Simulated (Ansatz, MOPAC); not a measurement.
Reaction (SMILES): ClC(Cl)(Cl)Cl [tetrachloromethane] + 4 [H][H] (H2) → C (CH4) + 4 Cl (HCl)

Wanted: energy of full hydrogenation (enthalpy at 298 K), in kcal/mol. Terms: non-relativistic; dispersion terms only where a functional's name holds one; six Cartesian d functions in 6-31G* and its kin unless marked 5d; frozen cores in correlated levels; no spin-orbit coupling. First-principles rows: single points at B3LYP-D3(BJ) geometries (Ansatz, a first-principles code), with unscaled harmonic terms from B3LYP/6-31G* (Ansatz) at its own minima. Semi-empirical rows: MOPAC heats of formation at their own minima for 298 K.

| species | coefficient | E at MP2/6-31G* (Ansatz), Eh | E at wB97M-V/def2-TZVPD (Ansatz), Eh | H(298 K) - E, kcal/mol | heat of formation at PM3 (MOPAC), kcal/mol |
|---|---|---|---|---|---|
| ClC(Cl)(Cl)Cl | -1 | -1876.40697 | -1878.85682 | 9.96 | -25.99 |
| [H][H] (H2) | -4 | -1.14411 | -1.16077 | 8.44 | -13.39 |
| C (CH4) | +1 | -40.33255 | -40.49098 | 30.76 | -13.03 |
| Cl (HCl) | +4 | -460.19235 | -460.79070 | 6.28 | -20.47 |

Measured values: Active Thermochemical Tables 1.112 (ions: stationary electron), as tabulated in the package chemicals; they hold spin-orbit and core effects, anharmonicity.  Value to compare with, the measured value: -82.6 kcal/mol. 1 Eh = 627.5095 kcal/mol.

Q: Work the quantity out at each level, and compare with the measured value.

A: 
- MP2/6-31G*: the sum of coefficient times E is -0.11854 Eh, or -74.38 kcal/mol; the thermal terms add 12.16. Result: -62.2 kcal/mol. Its error against the measured value is 20.4 kcal/mol.
- wB97M-V/def2-TZVPD: the sum of coefficient times E is -0.15388 Eh, or -96.56 kcal/mol; the thermal terms add 12.16. Result: -84.4 kcal/mol. Its error against the measured value is -1.8 kcal/mol.
- PM3: the sum of coefficient times heat of formation is -15.36 kcal/mol; it needs no thermal term. Its error against the measured value is 67.2 kcal/mol.
